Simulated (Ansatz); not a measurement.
Energy on a grid of two coordinates

SiNH3O (SMILES N=[SiH]O), closed shell, PBE0-D4/def2-TZVP minimum:

```
atom    x (Å)    y (Å)    z (Å)
  N1  -1.2147  -0.5253  -0.2538
 Si2   0.2070   0.1632  -0.2804
  O3   1.1015   0.2861   1.0660
  H4  -1.8193  -0.6336  -1.0526
  H5   1.0243   0.7961  -1.3368
  H6   0.7012  -0.0866   1.8576
```

Rows set the bond length Si2–O3 (Å; 1.621 at the minimum), columns the angle H5–Si2–N1 (°; 134.1), set in this order; the parts move rigidly, in a bend the first-named atom's side turns in the plane, and in a torsion the whole end group turns. CCSD(T) energies count from the value at that structure, in eV. Ansatz 0.2.0; basis: def2-TZVPP; cores frozen in the correlated methods.

```csv
Si2–O3 \ H5–Si2–N1,116.1,122.1,128.1,134.1,140.1,146.1,152.1
1.394,1.690,1.565,1.501,1.503,1.576,1.726,1.960
1.464,0.854,0.721,0.648,0.638,0.697,0.828,1.040
1.565,0.329,0.186,0.101,0.076,0.114,0.222,0.404
1.684,0.342,0.190,0.092,0.052,?,0.153,0.304
1.815,0.777,0.617,0.509,0.453,0.454,0.512,0.633
1.957,1.469,1.302,1.185,1.118,1.102,?,1.232
2.107,?,2.095,?,1.896,1.868,1.888,1.958
```

Q: Fill in the withheld cells. (Judge from chemistry; the value comes from the calculation.)

A: The calculation gives: (1.684, 140.1): 0.070; (1.957, 146.1): 1.139; (2.107, 116.1): 2.264; (2.107, 128.1): 1.972 eV. These count from the CCSD(T) energy at the PBE0-D4 minimum.

The same grid for a cheaper method: r2SCAN-D4 − CCSD(T), both counted from the minimum, in eV:
| Si2–O3 \ H5–Si2–N1 | 116.1 | 122.1 | 128.1 | 134.1 | 140.1 | 146.1 | 152.1 |
| --- | --- | --- | --- | --- | --- | --- | --- |
| 1.394 | -0.058 | -0.056 | -0.055 | -0.056 | -0.059 | -0.065 | -0.074 |
| 1.464 | -0.033 | -0.032 | -0.031 | -0.032 | -0.034 | -0.039 | -0.047 |
| 1.565 | -0.010 | -0.009 | -0.008 | -0.008 | -0.010 | -0.014 | -0.021 |
| 1.684 | 0.002 | 0.004 | 0.005 | 0.005 | 0.004 | 0.001 | -0.005 |
| 1.815 | 0.001 | 0.003 | 0.005 | 0.005 | 0.004 | 0.002 | -0.003 |
| 1.957 | -0.014 | -0.010 | -0.008 | -0.007 | -0.007 | -0.009 | -0.014 |
| 2.107 | -0.036 | -0.031 | -0.028 | -0.027 | -0.027 | -0.028 | -0.033 |

T1 diagnostic: at most 0.021.

For scale, one of the runs: CCSD(T)/def2-TZVPP, 146 basis functions (an equivalent command: `ansatz run in.yaml --threads 2`). The run took 13 s on 2 CPU threads (shared host), with 0.9 GiB of host memory at its peak.
